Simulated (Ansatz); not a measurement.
Gas-phase electronic energies from Ansatz, PBE0-D4/def2-TZVP geometries. CBS: MP2 limit from def2 TZ/QZ plus the TZ coupled-cluster correction, frozen cores. This one scheme is used for every species. Functionals use def2-TZVPP. HSE06 is defined as in plane-wave codes. For Na outer-core shells are correlated without core-valence functions, which leaves a few kJ/mol of doubt a bond.

Consider the formal hydrolysis of the Na–C bond: `[CH3][Na]` + H₂O → `[OH][Na]` + CH₄.

`[CH3][Na]`:

Z-matrix (Å, degrees):
```
C
Na 1 2.300
H 1 1.095 2 110.6
H 1 1.095 2 110.6 3 120.0
H 1 1.095 2 110.6 3 -120.0
```

H₂O:

Cartesian coordinates in Å:
```
O -0.098 0.352 0.134
H 0.398 -0.330 0.592
H -0.300 -0.022 -0.726
```

`[OH][Na]`:

Cartesian coordinates in Å:
```
O -0.295 -0.135 0.034
Na 1.449 0.664 -0.169
H -1.154 -0.529 0.135
```

CH₄:

```xyz
5

C     0.000    0.000    0.000
H     1.059    0.134   -0.217
H    -0.411    0.930    0.391
H    -0.122   -0.791    0.740
H    -0.526   -0.274   -0.914
```

```tsv
level	ΔE (kcal/mol)	difference from CCSD(T)/CBS
LDA (SPW92)	-27.4	4.8
PBE-D4	-27.5	4.7
r2SCAN-D4	-32.7	-0.5
PBE0-D4	-29.3	2.9
r2SCAN0-D4	-32.6	-0.4
BLYP	-29.2	3.0
r2SCAN	-32.8	-0.6
PBE0	-29.5	2.7
HSE06	-29.2	3.0
MP2/CBS(def2)	-33.6	-1.4
CCSD(T)/CBS	-32.2	0
```

Largest T1 diagnostic among the species: 0.012.

Leaving LDA and LC-ωPBE aside and taking each functional with its dispersion term where it has one, the values, not all of them listed here, spread over 5.5 kcal/mol, from ωB97X-V to revPBE-D4. In def2-TZVPP, CCSD(T) changes the Hartree–Fock value by +4.0 kcal/mol (the triples alone add +0.8 kcal/mol) and MP2 by +2.5 kcal/mol.
